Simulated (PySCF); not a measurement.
Atom-mapped SMILES (the numbers label the heavy atoms): `[CH3:1][C@@H:2]([F:3])[Cl:4]` (H(Xn): hydrogen on atom n).

GIAO PBE0/pcSseg-1 shifts (PySCF 2.14, gas phase, non-relativistic, equivalent atoms averaged), each against references optimised in the same way as the molecule (TMS, CFCl3, HCl).

On the GFN2-xTB geometry: C2 110.1, C1 29.4, F3 -144.9, Cl4 264, H(C2) 6.48, H(C1) 1.80 ppm.

Question: What changes on the PBE0-D3(BJ)/def2-SVP geometry?

Answer: 
| atoms | δ (ppm) | change |
| --- | --- | --- |
| C2 | 106.1 | -4.0 |
| C1 | 28.4 | -1.0 |
| F3 | -140.6 | +4.3 |
| Cl4 | 257 | -7 |
| H(C2) | 6.10 | -0.38 |
| H(C1) | 1.68 | -0.12 |

Unscaled 19F shifts against computed CFCl3 carry errors that often reach 10 to 50 ppm.

Bonds between heavy atoms that differ most (equivalent bonds averaged): C1–C2 1.511 → 1.502 Å, C2–F3 1.361 → 1.355 Å. Mean change of bonds to hydrogen: C–H +0.010 Å.
